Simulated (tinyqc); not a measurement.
Worked calculation: ROHF in the sto-6g basis, for LiH+, spin multiplicity 2. One step of it, computed by the program tinyqc.

Question. Iteration 2: building the Fock matrix. J_ij = sum D_kl (ij|kl) with D = D(alpha) + D(beta), K_ij = sum D_kl (ik|jl) for each spin; F = H + J - K(s); E = tr D H + tr D J / 2 - 0.5 sum_s tr D(s) K(s) + E_nn.

D(alpha) after iteration 1, order 1Li 1s, 1Li 2s, 1Li 2px, 1Li 2py, 1Li 2pz, 2H 1s:
```
[[1.010560, -0.006568, 0.000000, 0.000000, -0.025025, -0.104846],
 [-0.006568, 0.020171, 0.000000, 0.000000, 0.026583, 0.117157],
 [0.000000, 0.000000, 0.000000, 0.000000, 0.000000, 0.000000],
 [0.000000, 0.000000, 0.000000, 0.000000, 0.000000, 0.000000],
 [-0.025025, 0.026583, 0.000000, 0.000000, 0.035299, 0.155483],
 [-0.104846, 0.117157, 0.000000, 0.000000, 0.155483, 0.684880]]
```

D(beta) after iteration 1, order 1Li 1s, 1Li 2s, 1Li 2px, 1Li 2py, 1Li 2pz, 2H 1s:
```
[[0.992720, 0.012330, 0.000000, 0.000000, 0.000069, 0.005688],
 [0.012330, 0.000153, 0.000000, 0.000000, 0.000001, 0.000071],
 [0.000000, 0.000000, 0.000000, 0.000000, 0.000000, 0.000000],
 [0.000000, 0.000000, 0.000000, 0.000000, 0.000000, 0.000000],
 [0.000069, 0.000001, 0.000000, 0.000000, 0.000000, 0.000000],
 [0.005688, 0.000071, 0.000000, 0.000000, 0.000000, 0.000033]]
```

core Hamiltonian H = T + V (hartree), order 1Li 1s, 1Li 2s, 1Li 2px, 1Li 2py, 1Li 2pz, 2H 1s:
```
[[-4.831651, -1.028790, 0.000000, 0.000000, -0.022319, -0.484821],
 [-1.028790, -1.408060, 0.000000, 0.000000, -0.132656, -0.832352],
 [0.000000, 0.000000, -1.159000, 0.000000, 0.000000, 0.000000],
 [0.000000, 0.000000, 0.000000, -1.159000, 0.000000, 0.000000],
 [-0.022319, -0.132656, 0.000000, 0.000000, -1.265575, -0.939577],
 [-0.484821, -0.832352, 0.000000, 0.000000, -0.939577, -1.607513]]
```

Two-electron integrals (ij|kl) in chemists' order, unique and non-zero (hartree):
```
(11|11) 1.681247   (21|11) 0.242603   (21|21) 0.044507   (22|11) 0.397190
(22|21) 0.090279   (22|22) 0.290625   (31|31) 0.009437   (32|31) 0.014261
(32|32) 0.064236   (33|11) 0.397190   (33|21) 0.090279   (33|22) 0.290625
(33|33) 0.313125   (41|41) 0.009437   (42|41) 0.014261   (42|42) 0.064236
(43|43) 0.016875   (44|11) 0.397190   (44|21) 0.090279   (44|22) 0.290625
(44|33) 0.279374   (44|44) 0.313125   (51|51) 0.009437   (52|51) 0.014261
(52|52) 0.064236   (53|53) 0.016875   (54|54) 0.016875   (55|11) 0.397190
(55|21) 0.090279   (55|22) 0.290625   (55|33) 0.279374   (55|44) 0.279374
(55|55) 0.313125   (61|11) 0.114118   (61|21) 0.020315   (61|22) 0.040886
(61|33) 0.040364   (61|44) 0.040364   (61|51) 0.002655   (61|52) 0.005059
(61|55) 0.041931   (61|61) 0.010207   (62|11) 0.186622   (62|21) 0.042528
(62|22) 0.136700   (62|33) 0.130756   (62|44) 0.130756   (62|51) 0.007424
(62|52) 0.037215   (62|55) 0.148588   (62|61) 0.022614   (62|62) 0.095830
(63|31) 0.004346   (63|32) 0.017683   (63|53) 0.006320   (63|63) 0.008502
(64|41) 0.004346   (64|42) 0.017683   (64|54) 0.006320   (64|64) 0.008502
(65|11) 0.210737   (65|21) 0.048683   (65|22) 0.162304   (65|33) 0.151977
(65|44) 0.151977   (65|51) 0.011688   (65|52) 0.057320   (65|55) 0.182959
(65|61) 0.027446   (65|62) 0.126881   (65|65) 0.172317   (66|11) 0.377836
(66|21) 0.087891   (66|22) 0.300918   (66|33) 0.276358   (66|44) 0.276358
(66|51) 0.019872   (66|52) 0.110883   (66|55) 0.350037   (66|61) 0.050144
(66|62) 0.255168   (66|65) 0.354260   (66|66) 0.774999
```

nuclear repulsion = 1.14375478 hartree

Give: Coulomb J; exchange K(alpha); exchange K(beta); F(alpha); F(beta); total energy of this density.

Answer.

Coulomb J (hartree), order 1Li 1s, 1Li 2s, 1Li 2px, 1Li 2py, 1Li 2pz, 2H 1s:
```
[[3.738, 0.573, 0.000, 0.000, 0.019, 0.277],
 [0.573, 1.093, 0.000, 0.000, 0.104, 0.616],
 [0.000, 0.000, 1.072, 0.000, 0.000, 0.000],
 [0.000, 0.000, 0.000, 1.072, 0.000, 0.000],
 [0.019, 0.104, 0.000, 0.000, 1.137, 0.755],
 [0.277, 0.616, 0.000, 0.000, 0.755, 1.472]]
```

exchange K(alpha) (hartree), order 1Li 1s, 1Li 2s, 1Li 2px, 1Li 2py, 1Li 2pz, 2H 1s:
```
[[1.686, 0.250, 0.000, 0.000, 0.004, 0.125],
 [0.250, 0.152, 0.000, 0.000, 0.143, 0.275],
 [0.000, 0.000, 0.022, 0.000, 0.000, 0.000],
 [0.000, 0.000, 0.000, 0.022, 0.000, 0.000],
 [0.004, 0.143, 0.000, 0.000, 0.208, 0.361],
 [0.125, 0.275, 0.000, 0.000, 0.361, 0.714]]
```

exchange K(beta) (hartree), order 1Li 1s, 1Li 2s, 1Li 2px, 1Li 2py, 1Li 2pz, 2H 1s:
```
[[1.676, 0.247, 0.000, 0.000, 0.001, 0.118],
 [0.247, 0.047, 0.000, 0.000, 0.000, 0.022],
 [0.000, 0.000, 0.010, 0.000, 0.000, 0.000],
 [0.000, 0.000, 0.000, 0.010, 0.000, 0.000],
 [0.001, 0.000, 0.000, 0.000, 0.010, 0.003],
 [0.118, 0.022, 0.000, 0.000, 0.003, 0.011]]
```

F(alpha) (hartree), order 1Li 1s, 1Li 2s, 1Li 2px, 1Li 2py, 1Li 2pz, 2H 1s:
```
[[-2.779, -0.706, 0.000, 0.000, -0.007, -0.333],
 [-0.706, -0.467, 0.000, 0.000, -0.172, -0.492],
 [0.000, 0.000, -0.110, 0.000, 0.000, 0.000],
 [0.000, 0.000, 0.000, -0.110, 0.000, 0.000],
 [-0.007, -0.172, 0.000, 0.000, -0.336, -0.545],
 [-0.333, -0.492, 0.000, 0.000, -0.545, -0.849]]
```

F(beta) (hartree), order 1Li 1s, 1Li 2s, 1Li 2px, 1Li 2py, 1Li 2pz, 2H 1s:
```
[[-2.770, -0.703, 0.000, 0.000, -0.005, -0.325],
 [-0.703, -0.362, 0.000, 0.000, -0.029, -0.238],
 [0.000, 0.000, -0.097, 0.000, 0.000, 0.000],
 [0.000, 0.000, 0.000, -0.097, 0.000, 0.000],
 [-0.005, -0.029, 0.000, 0.000, -0.139, -0.187],
 [-0.325, -0.238, 0.000, 0.000, -0.187, -0.147]]
```

total energy of this density = -7.68545 hartree
